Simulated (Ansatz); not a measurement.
A made-up structure of C2H5Si, doublet:

C1  (0.850, -1.233, 0.845)
C2  (0.083, 0.011, 0.035)
Si3  (-0.678, 1.012, -0.684)
H4  (-1.938, 0.500, -1.094)
H5  (-0.006, 1.446, -1.858)
H6  (-0.937, 2.156, 0.116)
H7  (1.814, -1.121, 1.270)
H8  (0.414, -2.191, 0.974)
(Å)

It is relaxed with PBE-D4/def2-SVP and then PBE0-D4/def2-TZVP (Ansatz 0.2.0). Atoms count as bonded within 1.22 times the sum of their covalent radii (H–H: 0.88 Å). The end point is not checked to be a true minimum.

Question: Does its bonding change? (Judge from chemistry; the calculation decides.)

Answer: By the calculation: No: no bond forms or breaks.

Where it ends: The first stage lowers the energy by 5.22 eV in 8 steps. It ends as C₂H₅Si ([CH2][C][SiH3]):
```xyz
8
angstrom
C 0.8355 -1.1566 0.8115
C 0.3913 -0.0873 0.2173
Si -0.6989 1.0335 -0.7023
H -1.9845 0.3762 -1.0763
H -0.0094 1.4701 -1.9428
H -0.9982 2.2182 0.1413
H 1.8151 -1.1956 1.2910
H 0.2502 -2.0789 0.8638
```

Labels in which every atom is bracketed show which atoms are joined, not bond orders.

For scale, one of the runs: PBE0-D4/def2-TZVP relaxation, 129 basis functions, launched by `ansatz run in.yaml --threads 2 --pin off --events-out ev --progress --plain --max-ram 4352MiB`. Hardware: 2 CPU threads of an Arm Neoverse V2, shared host. Wall time about 24 s.
